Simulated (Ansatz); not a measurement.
# CH2Si (quintet): wave-function methods side by side, cc-pVTZ

Aim: climb from Hartree-Fock through coupled cluster and multireference methods for CH2Si (quintet) at one geometry and basis, and see what each rung misses.

Program: Ansatz 0.2.0, Gaussian basis. Level of theory: cc-pVTZ, core rule «outside noble gas», up to 6 orbitals frozen. These are calculated values, not measurements.

To be run: UHF; CCSD(T) on ROHF; CCSD(T) on UHF; BCCD(T) on ROHF; CCSDT(Q) on ROHF; CCSDT(Q) on UHF; CASSCF and MRCISD+Q, 10 electrons in 10 orbitals; CASSCF and NEVPT2, 10 electrons in 10 orbitals.

**1. What is computed**

The geometry is a PBE0/def2-TZVP stationary point (not a proven minimum) of the parent state, kept for this charge and spin.

4 atoms, charge 0, spin multiplicity 5.

Atoms are counted from 1 here; the program's logs count them from 0.

Bond lengths: Si1–C2 1.820 Å, Si1–H3 1.492 Å, Si1–H4 1.492 Å. Angles: C2–Si1–H3 125.7°, C2–Si1–H4 125.7°, H3–Si1–H4 108.7°.

Geometry (Å):

```xyz
4
CH2Si
Si    0.0000    0.0000    0.4775
C     0.0000    0.0000   -1.3428
H     0.0000    1.2125    1.3475
H     0.0000   -1.2125    1.3475
```

In the tables R marks a restricted open-shell determinant and U an unrestricted one; 'valence' is the active space of 10 electrons in 10 orbitals; correlation energies count from the lowest restricted Hartree-Fock solution.

**2. UHF**

in.yaml

```yaml
crystal:
  periodic: [false, false, false]
  atoms:
    - {symbol: Si, position_ang: [0.000000, 0.000000, 0.477506]}
    - {symbol: C, position_ang: [0.000000, 0.000000, -1.342750]}
    - {symbol: H, position_ang: [0.000000, 1.212489, 1.347482]}
    - {symbol: H, position_ang: [0.000000, -1.212489, 1.347482]}
basis:
  gaussian: {orbitals: cc-pVTZ}
magnetization: {spin_polarized: true, initial_magnetization: 4}
hamiltonian: {xc: hf}
output: {orbitals: {seedname: orbitals}}
```

Launch:

```bash
$ ansatz run in.yaml --threads 1 --pin off --events-out ev --progress --plain --max-ram 4096MiB --backend cpu
```

Further steps of the session: CCSD(T) on ROHF; CCSD(T) on UHF; BCCD(T) on ROHF; CCSDT(Q) on ROHF; CCSDT(Q) on UHF; CASSCF and MRCISD+Q, 10 electrons in 10 orbitals; CASSCF and NEVPT2, 10 electrons in 10 orbitals.

Q: Predict the results of all the runs planned. Wanted: correlation energy, UCCSDT(Q); RMP2 from UCCSDT(Q); UMP2 from UCCSDT(Q); RCCSD from UCCSDT(Q); RCCSD(T) from UCCSDT(Q); UCCSD(T) from UCCSDT(Q); RCCSDT(Q) from UCCSDT(Q); NEVPT2 valence from UCCSDT(Q); MRCISD+Q valence from UCCSDT(Q).

As calculated:

```
                                      quantity                      value
                 correlation energy, UCCSDT(Q)                 -6.1078 eV
                           RMP2 from UCCSDT(Q)                +1177.8 meV
                           UMP2 from UCCSDT(Q)                +1200.2 meV
                          RCCSD from UCCSDT(Q)                 +248.2 meV
                       RCCSD(T) from UCCSDT(Q)                  +46.6 meV
                       UCCSD(T) from UCCSDT(Q)                  +44.9 meV
                      RCCSDT(Q) from UCCSDT(Q)                   +2.6 meV
                 NEVPT2 valence from UCCSDT(Q)                +1165.5 meV
               MRCISD+Q valence from UCCSDT(Q)                  +98.5 meV
levels of the table within 1 kcal/mol (43 meV)  RCCSDT, UCCSDT, RCCSDT(Q)
                                 T1 diagnostic                      0.024
                effectively unpaired electrons                       4.02
```

**Reading.** RCCSD(T) misses by +46.6 meV, 0.8 % of the correlation energy. One determinant dominates. Of the multireference levels listed MRCISD+Q valence comes nearest in total energy (+98.5 meV), which doesn't show that its space is the better one. These misses are within one basis, not against nature; the frozen cores of restricted and unrestricted runs differ, which can shift their rows.
